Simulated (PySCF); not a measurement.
Compound: C₃H₄NO₂ (charge -1).
SMILES: `[H]/N=C/CC(=O)[O-]`

Torsions of this conformer, `[H]/[N:1]=[CH:2]/[CH2:3][C:4](=[O:5])[O-:6]`: N1–C2–C3–C4 134°, C2–C3–C4–O5 37°.

The closed-shell ground state was solved at several levels (PySCF, density fitting, gas phase, non-relativistic). The structure is a single PBE0-D3(BJ)/def2-SVP conformer in the gas phase; no vibrational or solvent corrections. The geometry's basis has no diffuse functions, a weakness for an anion. Where the HOMO energy is positive, the finite basis confines the outermost electrons. No diffuse functions stand in pcJ-0, pcJ-1 and pcSseg-1, which bears on an anion's orbital energies.

```tsv
level	basis functions	total energy (Eh)	HOMO (eV)	LUMO (eV)	gap (eV)
HF/pcJ-1	202	-320.1194	-5.26	8.11	13.37
B97-2/pcJ-1	202	-321.8601	-1.13	4.18	5.31
KT2/pcJ-1	202	-327.1220	0.01	3.35	3.34
B3LYP/pcJ-1	202	-321.9821	-1.13	4.02	5.15
BHandHLYP/pcJ-1	202	-321.7859	-2.88	5.40	8.28
wB97X-D/def2-SVPD	158	-321.6519	-3.77	5.67	9.44
B3LYP/pcJ-0	90	-321.3092	-0.54	4.32	4.86
PBE0/pcSseg-1	122	-321.5794	-1.41	4.24	5.65
```

Task: Estimate the row for CAM-B3LYP/pcJ-1, a basis of 202 functions; the other rows only guide the guess.

Result: Total energy -321.8436 Eh, HOMO -2.78 eV, LUMO 5.43 eV, gap 8.21 eV.

Task: Over all these levels, which gives the widest orbital gap and which the narrowest?

Result: HF/pcJ-1 (Hartree–Fock, all exact exchange) has the widest, 13.37 eV, and KT2/pcJ-1 (GGA) the narrowest, 3.34 eV. The two share the basis. From the narrowest to the widest the HOMO moves by -5.27 eV and the LUMO by +4.76 eV.

Task: In the pcJ-1 basis, how does the gap go with the fixed share of exact exchange?

Result: KT2 (0 %) 3.34 eV; B3LYP (20 %) 5.15 eV; B97-2 (21 %) 5.31 eV; BHandHLYP (50 %) 8.28 eV; HF (100 %) 13.37 eV. Each rise in the share widens the gap here.

wB97X-D is run here without its empirical dispersion term; that term would change no orbital, density or response property at a fixed geometry.
